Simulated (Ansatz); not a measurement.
A calculation with Ansatz (development build ahead of 0.2.0).

```yaml
crystal:
  periodic: [false, false, false]
  atoms:
    - { symbol: "N", position_ang: [0.0, 0.0, 0.56499] }
    - { symbol: "N", position_ang: [0.0, 0.0, -1.12998] }
basis:
  gaussian: { orbitals: cc-pVTZ }
hamiltonian:
  xc: hf
correlation:
  method: mp2
  frozen_orbitals: { "N": 1 }
scf:
  omitted_lower_state_checks: [stability, starts, atomic_configurations, cluster_reference, orbital_swaps, given_window_search, neighbouring_geometries, increment]
```

The input is written out in the form of the current development build from the run's settings.

Output:

```yaml
Converged: yes
Reference_energy: -108.55042 hartree
Correlation_energy: -0.65418 hartree
Total_energy: -109.20460 hartree
Spin_squared_of_the_determinant: 0.000
Occupied_orbitals_by_symmetry_in_an_Abelian_subgroup_alpha;_beta: 3 Ag 2 B1u 1 B2u 1 B3u; 3 Ag 2 B1u 1 B2u 1 B3u
```

The reference isn't the lowest determinant (another lies 1.15 eV lower), but the same method gives a higher total on the lower determinant. Caution: bonds are stretched, where a single reference can fail; an unrestricted determinant lies well below.
